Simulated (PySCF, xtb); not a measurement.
OSi, SMILES O=[Si] (connectivity only; charge and spin as stated), neutral, multiplicity 1.

Geometry: B3LYP-D3(BJ)/def2-TZVPD.

Level of theory: C-PCM-M06-2X/def2-TZVPD (PySCF 2.14.0).

The values are the electrostatic part of the solvation free energy, E(continuum) − E(gas) at the gas-phase geometry, in a cavity of scaled van der Waals radii (PySCF's table); cavitation and dispersion terms are not included. In vacuum the orbital gap is 8.93 eV. The dipole moment in vacuum is 3.43 D.

Computed values in water (ε = 78.36), chloroform (ε = 4.71), diethylether (ε = 4.24):
```
solvent           ε  ΔG(elec) (kcal/mol)  dipole (D)  gap (eV)
------------  -----  -------------------  ----------  --------
water         78.36                 -7.0        4.44      9.14
chloroform     4.71                 -5.3        4.19      9.09
diethylether   4.24                 -5.1        4.17      9.09
```

For comparison, GFN2-xTB/ALPB(water) (xtb, at the GFN2-xTB geometry, all terms of that model) gives 1.9 kcal/mol.
